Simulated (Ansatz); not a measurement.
Relaxation of C$_{2}$H$_{7}$Al (10 atoms, charge 0, multiplicity 1), to a largest force component of 0.03 eV/Å in at most 50 steps.

The calculation used Ansatz 0.2.0, RKS BLYP-D4/6-31G*.

```xyz
10
Properties=species:S:1:pos:R:3
Al 0.111 -0.035 0.197
H 0.450 -0.245 1.702
C 2.048 0.035 -0.023
H 2.384 -0.930 0.405
H 2.607 0.199 -0.961
H 2.370 0.805 0.705
C -1.548 0.038 -0.867
H -2.076 -0.931 -0.814
H -2.244 0.799 -0.472
H -1.366 0.264 -1.931
```

Question: Where does it end, and by what steps?

Answer: The run converged. After 6 steps the energy has fallen by 0.592 eV; H2 moved furthest, 0.75 Å.

| step | energy less start (eV) | largest force component (eV/Å) | accepted |
| --- | --- | --- | --- |
| 0 | 0.0000 | 1.196 | yes |
| 1 | -0.3001 | 0.729 | yes |
| 2 | -0.4467 | 0.330 | yes |
| 3 | -0.5522 | 0.420 | yes |
| 4 | -0.5845 | 0.376 | yes |
| 5 | -0.5903 | 0.245 | yes |
| 6 | -0.5920 | 0.027 | yes |

```xyz
10
Properties=species:S:1:pos:R:3
Al 0.125 -0.086 0.463
H -0.224 -0.297 2.019
C 2.027 0.031 -0.062
H 2.570 -0.895 0.209
H 2.181 0.201 -1.142
H 2.537 0.849 0.481
C -1.375 0.036 -0.820
H -1.936 -0.918 -0.855
H -2.105 0.804 -0.502
H -1.063 0.274 -1.851
```

Whether the end is a true minimum wasn't checked by a vibrational analysis.

Time of the run: 15 s on 1 thread of Arm Neoverse V1 (shared host), peak memory 0.12 GiB.
